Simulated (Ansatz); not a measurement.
How the interlayer binding energy of 2H MoTe2 moves with the method

No measured value is used here.

Task: Put these levels in order of the interlayer binding energy that they give for 2H MoTe2, smallest first: LDA (Ansatz, an electronic-structure program), PBE0-D3(BJ) (Ansatz), r²SCAN+rVV10 (Ansatz), r²SCAN-D4 (Ansatz).

Result: LDA (15.1 meV/Å²), r²SCAN-D4 (19.9 meV/Å²), r²SCAN+rVV10 (23.0 meV/Å²), PBE0-D3(BJ) (44.7 meV/Å²)

Unless a cell is named, each level is at its own relaxed cell (LDA 23.97, r²SCAN-D4 25.87, r²SCAN+rVV10 25.67 Å³/atom).

LDA: the cell comes from a level without a dispersion term, which matters for the spacing of layers, chains or molecules. Values are at the level's own equilibrium cell; PBE0-D3(BJ) at the PBE-D3(BJ) cell. Ansatz's density-functional and Hartree–Fock values are scalar-relativistic unless marked +SOC, with PAW data made under PBE.
